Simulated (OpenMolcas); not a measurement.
**CH3BCl (SMILES C[B]Cl): the dipole moment, rung by rung**

CH3BCl: 6 atoms, total charge 0, spin state doublet. As SMILES, `C[B]Cl`. The coordinates come from a PBE0-D4/def2-TZVP relaxation.

Quantity: the dipole moment, in D. The values are calculated.

```
               level           kind     program  value (D)  CPU time
     UHF/aug-cc-pVDZ   Hartree–Fock  OpenMolcas       1.49     7.9 s
  USVWN5/aug-cc-pVDZ            LDA  OpenMolcas       1.45      18 s
U-revPBE/aug-cc-pVDZ            GGA  OpenMolcas       1.37      28 s
   UBLYP/aug-cc-pVDZ            GGA  OpenMolcas       1.32      28 s
U-r2SCAN/aug-cc-pVDZ       meta-GGA  OpenMolcas       1.42      37 s
  UM06-L/aug-cc-pVDZ       meta-GGA  OpenMolcas       1.43      36 s
  UB3LYP/aug-cc-pVDZ  global hybrid  OpenMolcas       1.37      31 s
   UPBE0/aug-cc-pVDZ  global hybrid  OpenMolcas       1.43      30 s
```

The values span 1.32 to 1.49 D. CPU times are rough (shared hosts, several kinds of processor): they show what a rung costs within a factor of a few.
